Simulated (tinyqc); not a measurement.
Inside a calculation. Method: coupled-perturbed Hartree-Fock on RHF in the sto-3g basis, for BH3, spin multiplicity 1. One step of it, computed by the program tinyqc.

Problem. Response to a field: uncoupled start. Field along y; U_ai = -mu_ai / (e_a - e_i), alpha = -4 sum U_ai mu_ai.

orbital energies (hartree): MO1 -7.415636, MO2 -0.668555, MO3 -0.464850, MO4 -0.464837, MO5 0.238992, MO6 0.699328, MO7 0.758412, MO8 0.758473

dipole integrals <a|y|i> (bohr):
```
          i1         i2         i3        i4
a5  0.000000   0.000000  -0.005050  0.000000
a6  0.000000   0.000000  -0.708953  0.000000
a7  0.000000   0.000000   0.722603  0.000000
a8  0.108017  -0.218115   0.000000  0.717896
```

Give: uncoupled U; uncoupled polarisability.

Solution.

uncoupled U:
```
         i1      i2       i3       i4
a5   0.0000  0.0000   0.0072   0.0000
a6   0.0000  0.0000   0.6090   0.0000
a7   0.0000  0.0000  -0.5907   0.0000
a8  -0.0132  0.1528   0.0000  -0.5868
```

uncoupled polarisability = 5.2587 bohr^3
